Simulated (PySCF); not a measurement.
# CO: from the state search to spectroscopic constants

The task here is to estimate one member of a computed series from the others.

Program: PySCF 2.14.0. Level of theory: C 6-311G(d,p), O 6-311G(d,p), no relativity. These are calculated values, not measurements.

Set-up of the first run:

A driver script around PySCF takes these settings:

```
atoms                         : C, O
charge                        : 0
basis                         : C 6-311G(d,p), O 6-311G(d,p)
Hamiltonian                   : no relativity
basis functions               : 36
electrons treated             : 14
masses in u                   : 12.0000, 15.9949
levels                        : PBE0, PBE, r²SCAN, LDA, B97-3, TPSS, ωB97X, HF, MP2, SCS-MP2, CCSD, CCSD(T)
grid                          : 80 radial by 434 angular points
occupations                   : held fixed by the projection of orbital angular momentum
dissociation limit            : C + O, each in its ground configuration
starting distance in angstrom : 1.310
values of 2S to try           : 0, 2, 4
```

Launch:

```
$ OMP_NUM_THREADS=1 python dia.py task.json out
```

Among the steps run: The job; First curve: PBE0; Higher solutions at PBE0; PBE; r²SCAN; LDA (local density); B97-3 (global hybrid GGA); TPSS; ωB97X; RHF (mean field); Adding correlation.

One of the session's tables, all rows but one given; the rest of the session is left out.

It belongs to the step «Constants by level of theory». 

| level | Re (Å) | ωe (cm⁻¹) | De (eV) |
| --- | --- | --- | --- |
| RHF | 1.105 | 2441 | 7.49 |
| RHF-MP2 | 1.139 | 2136 | 11.20 |
| RHF-SCS-MP2 | ? | ? | ? |
| RHF-CCSD | 1.130 | 2232 | 10.38 |
| RHF-CCSD(T) | 1.136 | 2165 | 10.68 |
| LDA | 1.130 | 2187 | 12.92 |
| PBE | 1.139 | 2135 | 11.65 |
| TPSS | 1.137 | 2143 | 10.98 |
| r²SCAN | 1.130 | 2200 | 11.03 |
| PBE0 | 1.125 | 2248 | 11.02 |
| B97-3 | 1.125 | 2251 | 11.12 |
| ωB97X | 1.126 | 2258 | 11.05 |

Q: Estimate the row for RHF-SCS-MP2 from the others.

The run gave: Re (Å): 1.136; ωe (cm⁻¹): 2161; De (eV): 10.98.

De is counted to C + O in their ground configurations.
